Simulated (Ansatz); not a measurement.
# CH3NSi (SMILES C#[Si]N): functionals against CCSD(T) at one geometry

The task here is to estimate one member of a computed series from the others.

Program: Ansatz 0.2.0, Gaussian basis. Level of theory: single points in def2-TZVPP. These are calculated values, not measurements.

Correlated methods freeze the cores. B3LYP uses VWN-RPA correlation.

## The starting structure

SMILES `C#[Si]N`, 6 atoms, charge 0, spin multiplicity 1.

Atoms are counted from 1 here; the program's logs count them from 0.

Bond lengths: C1–Si2 1.710 Å, C1–H4 1.118 Å, Si2–N3 1.694 Å, N3–H5 0.989 Å, N3–H6 1.027 Å. Angles: Si2–C1–H4 116.0°, C1–Si2–N3 169.0°, Si2–N3–H5 123.1°, Si2–N3–H6 121.7°, H5–N3–H6 110.9°.

As a file:

```xyz
6

C    -1.2698   -1.3964   -0.8246
Si   -0.2764   -0.2128   -0.0922
N     0.9430    0.8292    0.4527
H    -2.3673   -1.2991   -0.6366
H     1.3794    1.4993   -0.1285
H     1.5447    0.5863    1.2482
```

The first run:

The input, run/in.yaml:

```yaml
crystal:
  periodic: [false, false, false]
  atoms:
    - {symbol: C, position_ang: [-1.269800, -1.396400, -0.824600]}
    - {symbol: Si, position_ang: [-0.276400, -0.212800, -0.092200]}
    - {symbol: N, position_ang: [0.943000, 0.829200, 0.452700]}
    - {symbol: H, position_ang: [-2.367300, -1.299100, -0.636600]}
    - {symbol: H, position_ang: [1.379400, 1.499300, -0.128500]}
    - {symbol: H, position_ang: [1.544700, 0.586300, 1.248200]}
basis:
  gaussian: {orbitals: def2-TZVPP}
correlation: {method: ccsd_t}
output: {forces: true}
```

No record of the launch command was kept for these runs.

Steps of the session up to this table: CCSD(T)/def2-TZVPP; PBE0-D4/def2-TZVPP; wB97M-V/def2-TZVPP; r2SCAN-D4/def2-TZVPP; PBE-D4/def2-TZVPP; B3LYP-D4/def2-TZVPP; wB97X-V/def2-TZVPP.

One table of the session follows, with a row left open; its other results are not shown here.

| method | RMS force component (eV/Å) | angle to CCSD(T) forces (°) | dipole (D) |
| --- | --- | --- | --- |
| CCSD(T) | 0.654 | reference | 4.31 |
| PBE0-D4 | 0.737 | 18.8 | 4.77 |
| wB97M-V | 0.795 | 22.6 | 4.92 |
| r2SCAN-D4 | 0.703 | 15.2 | 4.71 |
| PBE-D4 | ? | ? | ? |
| B3LYP-D4 | 0.721 | 15.1 | 4.69 |
| wB97X-V | 0.817 | 24.9 | 5.00 |

Q: Estimate the row for PBE-D4 from the others.

**Answer.** RMS force component (eV/Å): 0.682; angle to CCSD(T) forces (°): 17.6; dipole (D): 4.57. In the column «RMS force component (eV/Å)» it lies between CCSD(T) (0.654) and r2SCAN-D4 (0.703).
